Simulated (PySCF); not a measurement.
# C4H5PS: the cost of one run

Programs: PySCF 2.14.0, with routines of our own; each step states its level. All values are computed. Atoms count from 0.

## Step 1: The system as given

11 atoms, charge 0, multiplicity 1; geometry from: GFN2-xTB.

## Step 2: Optimising the geometry at PBE0-D3(BJ)/def2-SVP

What the job is given:

```
{"job": {"xc": "PBE0", "basis": "def2-SVP", "d3": "d3bj", "grid": 1, "kind": "geom"}, "charge": 0, "multiplicity": 1}
C      2.718465    -0.366901     0.216943
C      1.591327    -0.007480     0.000337
P      0.059332     0.724746    -0.452474
S      0.037250     2.369052    -1.483616
C     -1.168555     0.202192     0.787107
C     -1.172160    -0.615450    -0.524390
H      3.678060    -0.734056     0.440577
H     -2.017356     0.855595     0.945025
H     -0.843829    -0.313756     1.680059
H     -2.021264    -0.464184    -1.178991
H     -0.855847    -1.647087    -0.456539
```

Started as:

```bash
$ OMP_NUM_THREADS=1 python excited_run.py task.json out
```

One launch serves the whole session: the jobs run in the order shown.

**Question.** How long does this first job take on 1 thread of Arm Neoverse V1, shared host, and how much memory does it need?

About 30 s, with a peak of 0.53 GiB.
